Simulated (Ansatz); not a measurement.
System: Se (R-3, No. 148). Method: LDA in Ansatz (PAW).

Numerical settings: plane-wave cutoff 500 eV, 10×10×10 k mesh, gaussian smearing 0.02 eV, scalar-relativistic PAW data made under PBE.

Computed at the level's own relaxed cell.

Problem. Predict the equilibrium volume per atom, lattice constant a, c axis length and band gap.

Solution. 
- equilibrium volume per atom = 23.66 Å³/atom
- lattice constant a = 10.600 Å
- c axis length = 4.376 Å
- band gap = 0.75 eV (on the SCF k mesh)

Note: the volume lies 14 % below that of the published cell.

Spin–orbit coupling is not included.

Static lattice: no zero-point or thermal effects.

It cost roughly 6 core-minutes of CPU time.

Ansatz is a first-principles code.
